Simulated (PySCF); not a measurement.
CH2, SMILES [CH2], multiplicity 3.

Geometry optimised at r2SCAN-D4/def2-TZVPD. The isomer is the one that the SMILES or the coordinates give; other isomers of the formula were not compared.

Two levels are set side by side: PBE/def2-TZVPD (PySCF) and B3LYP/def2-TZVPD (PySCF). Same geometry, gas phase. Differences are taken from unrounded values.

```json
[
 {"quantity": "α-spin orbital gap (eV)", "PBE": "5.64"},
 {"quantity": "β-spin orbital gap (eV)", "PBE": "7.36"},
 {"quantity": "dipole moment (D)", "PBE": "0.59"},
 {"quantity": "mean polarisability (bohr³)", "PBE": "15.5"}
]
```

**Question.** These are the PBE values. What does B3LYP give? (An estimate is asked for; the answer gives what the named calculation found.)

**Answer.** 
```csv
quantity,B3LYP,PBE minus B3LYP
α-spin orbital gap (eV),7.13,-1.49
β-spin orbital gap (eV),9.37,-2.01
dipole moment (D),0.60,-0.01
mean polarisability (bohr³),15.1,0.4
```

Rough cost on one machine, each run with all the roots and properties that it gave: B3LYP against PBE within a factor of 2.
